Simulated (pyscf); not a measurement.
HN=W(F)(F)(F)–F (SMILES [NH]=[W]([F])([F])([F])[F]) + HCl (SMILES Cl) -> H₂N–W(F)(F)(F)(F)–Cl (SMILES [NH2][W]([F])([F])([F])([F])[Cl]) (addition across a multiple bond or ene-type step; singlet surface; Cl–H broken, H–N, Cl–W formed). Single points on ωB97X-D3(BJ)/def2-SVP structures (PySCF, gas phase). Rate constants from transition-state theory at the high-pressure limit, ωB97M-D3(BJ)/def2-TZVP energies (ideal gas, 1 atm, RRHO with modes under 100 cm⁻¹ raised to 100, one conformer, R ln 2 for chiral ones without a mode under 150 cm⁻¹; no tunnelling), k in cm³ molecule⁻¹ s⁻¹.

| T (K) | 1000/T | log10 k |
|---|---|---|
| 298 | 3.354 | -33.88 |
| 600 | 1.667 | -23.13 |
| 900 | 1.111 | -19.41 |
| 1200 | 0.833 | ? |

Fit an Arrhenius line to the three values, give the activation energy, and predict k at 1200 K.

Least squares gives log10 k = -12.33 − 6.43 × 1000/T, so Ea = 6.43 × ln 10 × 1.987 = 29.4 kcal/mol, against an electronic barrier of 29.0. At 1200 K the line gives -17.69; the computed value is -17.44 (ΔG‡ = 66.2 kcal/mol), a factor 1.8 over the line, since the plot is curved. On the product side the descent ends in a point that may be a rotor saddle (no frequency run), 1.3 kcal/mol over the lowest minimum found and 43.1 kcal/mol under the saddle at ωB97X-D3(BJ)/def2-TZVP. At ωB97X-D3(BJ)/def2-TZVP the barrier from the zero used here is 25.3 kcal/mol. This is the saddle that the search found; another between the same sides may lie lower. Elements past Kr carry the def2 core potentials, without spin-orbit coupling.
